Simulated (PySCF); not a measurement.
Compound: N-phenylpyrrole, C₁₀H₉N.
SMILES: `c1ccc(-n2cccc2)cc1`

Torsions of this conformer, `[cH:1]1[cH:2][cH:3][c:4](-[n:5]2[cH:6][cH:7][cH:8][cH:9]2)[cH:10][cH:11]1`: C3–C4–N5–C6 145°.

The closed-shell ground state was solved at several levels (PySCF, density fitting, gas phase, non-relativistic). One conformer (not necessarily the lowest) at the PBE0-D3(BJ)/def2-SVP geometry, without solvent, vibrations or thermal averaging.

```csv
level,basis functions,total energy (Eh),HOMO (eV),LUMO (eV),gap (eV),dipole (D)
HF/pcSseg-2,522,-438.4838,-8.25,2.59,10.84,1.52
CAM-B3LYP/def2-SVPD,292,-440.6771,-7.54,0.38,7.92,1.55
PBE0/pcSseg-1,232,-440.6450,-6.27,-0.65,5.62,1.55
```

Task: What might B3LYP/pcJ-1 (387 basis functions) give for the same quantities?

Result: Total energy -441.2387 Eh, HOMO -6.03 eV, LUMO -0.79 eV, gap 5.24 eV, dipole 1.52 D.

Task: Over all these levels, which gives the widest orbital gap and which the narrowest?

Result: HF/pcSseg-2 (Hartree–Fock, all exact exchange) has the widest, 10.84 eV, and B3LYP/pcJ-1 (global hybrid, 20 % exact exchange) the narrowest, 5.24 eV. Functional and basis both differ between the two, so the spread mixes both effects. The HOMO need not be the same orbital at Hartree–Fock and at DFT levels.

Task: How far do the dipole and the HOMO energy spread over the levels?

Result: The dipole runs from 1.52 to 1.55 D (mean 1.53 D) and the HOMO from -8.25 to -6.03 eV.
